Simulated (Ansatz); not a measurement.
**H2O (triplet): the correlation ladder at distance H1–H2 along a hydrogen transfer = 1.103 Å, cc-pVTZ**

How much of the correlation energy of H2O (triplet) does each wave-function method recover here?

The runs use Ansatz 0.2.0, Gaussian basis; cc-pVTZ, core rule «outside noble gas», up to 1 orbitals frozen.

To be run: UHF; CCSD(T) on ROHF; CCSD(T) on UHF; BCCD(T) on ROHF; CISD; CCSDT(Q) on ROHF; CCSDT(Q) on UHF; CASSCF and NEVPT2, 4 electrons in 4 orbitals; CASSCF and MRCISD+Q, 8 electrons in 6 orbitals; CASSCF and NEVPT2, 8 electrons in 6 orbitals.

11 further runs of the same task are left out: 1 for a mislabelled method, 9 that didn't finish, 1 set aside as unsound or not needed.

## 1. The geometry

The geometry derives from fragments relaxed apart (PBE0/def2-TZVP) and kept rigid, so it is no stationary point. A hydrogen atom is moved between rigid fragments.

3 atoms, charge 0, spin multiplicity 3.

Atoms are counted from 1 here; the program's logs count them from 0.

Bond lengths: H2–O3 1.133 Å.

As a file:

```
atom   x (Å)   y (Å)    z (Å)
  H1  0.0000  0.0000  -1.1130
  H2  0.0000  0.0000  -0.0100
  O3  0.0000  0.0000   1.1230
```

## 2. UHF

in.yaml reads:

```yaml
crystal:
  periodic: [false, false, false]
  atoms:
    - {symbol: H, position_ang: [0.000000, 0.000000, -1.113000]}
    - {symbol: H, position_ang: [0.000000, 0.000000, -0.010000]}
    - {symbol: O, position_ang: [0.000000, 0.000000, 1.123000]}
basis:
  gaussian: {orbitals: cc-pVTZ}
magnetization: {spin_polarized: true, initial_magnetization: 2}
hamiltonian: {xc: hf}
output: {orbitals: {seedname: orbitals}}
```

Started as:

```
> ansatz run in.yaml --threads 1 --pin off --events-out ev --progress --plain --max-ram 2393MiB
```

After this run come: CCSD(T) on ROHF; CCSD(T) on UHF; BCCD(T) on ROHF; CISD; CCSDT(Q) on ROHF; CCSDT(Q) on UHF; CASSCF and NEVPT2, 4 electrons in 4 orbitals; CASSCF and MRCISD+Q, 8 electrons in 6 orbitals; CASSCF and NEVPT2, 8 electrons in 6 orbitals.

Q: Predict the results of all the runs planned. Wanted: UCCSDT(Q) below the RHF energy; RMP2 from UCCSDT(Q); UMP2 from UCCSDT(Q); RCCSD from UCCSDT(Q); RCCSD(T) from UCCSDT(Q); UCCSD(T) from UCCSDT(Q); RCCSDT(Q) from UCCSDT(Q); NEVPT2 pair from UCCSDT(Q); NEVPT2 valence from UCCSDT(Q).

As calculated:

| quantity | value |
| --- | --- |
| UCCSDT(Q) below the RHF energy | -6.7074 eV |
| RMP2 from UCCSDT(Q) | +62.9 kJ/mol |
| UMP2 from UCCSDT(Q) | +69.6 kJ/mol |
| RCCSD from UCCSDT(Q) | +19.4 kJ/mol |
| RCCSD(T) from UCCSDT(Q) | +2.0 kJ/mol |
| UCCSD(T) from UCCSDT(Q) | +2.0 kJ/mol |
| RCCSDT(Q) from UCCSDT(Q) | +0.2 kJ/mol |
| NEVPT2 pair from UCCSDT(Q) | +54.9 kJ/mol |
| NEVPT2 valence from UCCSDT(Q) | +84.7 kJ/mol |
| MRCISD+Q valence from UCCSDT(Q) | +6.5 kJ/mol |
| levels within 1 kcal/mol (43 meV) | RCCSD(T), UCCSD(T), BCCD(T), RCCSDT, UCCSDT, RCCSDT(Q) |
| T1 diagnostic | 0.033 |
| effectively unpaired electrons | 2.01 |

**Reading.** RCCSD(T) misses by +2.0 kJ/mol, 0.3 % of the correlation energy. One determinant dominates. Of the multireference levels listed MRCISD+Q valence comes nearest in total energy (+6.5 kJ/mol), which doesn't show that its space is the better one. These misses are within one basis, not against nature; the frozen cores of restricted and unrestricted runs differ, which can shift their rows.
